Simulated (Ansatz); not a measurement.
A structure relaxed at PBE-D4/def2-TZVP in Ansatz, charge 0, singlet:

```xyz
4

Al    1.060    0.683    1.484
Al    0.019    1.925   -0.296
Al   -0.256   -0.618   -0.282
H    -0.824   -1.990   -0.906
```

Question: Give its formula and point group.

Answer: the cluster Al3H (the lowest singlet isomer of a short search). Point group C2v (tolerance 0.1 Å).

Question: Summarise the bond lengths by kind (pairs closer than 1.2 times the sum of covalent radii, bridged metal pairs left out).

Answer: 3 × Al–Al 2.41 to 2.56 Å; 1 × Al–H 1.61 Å.

The restricted singlet is unstable: a solution with broken spin symmetry lies lower. The structure comes from a short search, and lower isomers may exist.
